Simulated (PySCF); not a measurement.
# Oxygen: a sound run and one with changed settings

Sound run: O [He] 2s2 2p4, O⁺ [He] 2s2 2p3. Calculation: PySCF 2.14, in cc-pVDZ (3s2p1d, 14 functions); no relativity, point nucleus. The sound run starts from symmetry-adapted Hartree-Fock orbitals and uses a fine grid where one is needed.

Changed run: 6 angular points. This setting is unsound on purpose.

```tsv
species	method	sound run (hartree)	changed run (hartree)	converged
O	UHF	-74.79217	-74.79217	yes
O	PBE	-74.98142	-75.01703	yes
O	r2SCAN	-75.03222	-75.09230	yes
O⁺	UHF	-74.35247	-74.35247	yes
O⁺	PBE	-74.47459	-74.47459	yes
O⁺	r2SCAN	-74.53453	-74.53453	yes
```

Ionisation energy of O:

```tsv
method	sound run (eV)	changed run (eV)
UHF	11.965	11.965
PBE	13.792	14.761
r2SCAN	13.543	15.178
```

A coarse angular grid integrates products of high-l functions wrongly, so density functionals can shift, and the SCF can exploit the error; Hartree-Fock and MP2 need no grid.

For comparison, NIST gives 13.618 eV between the lowest levels.
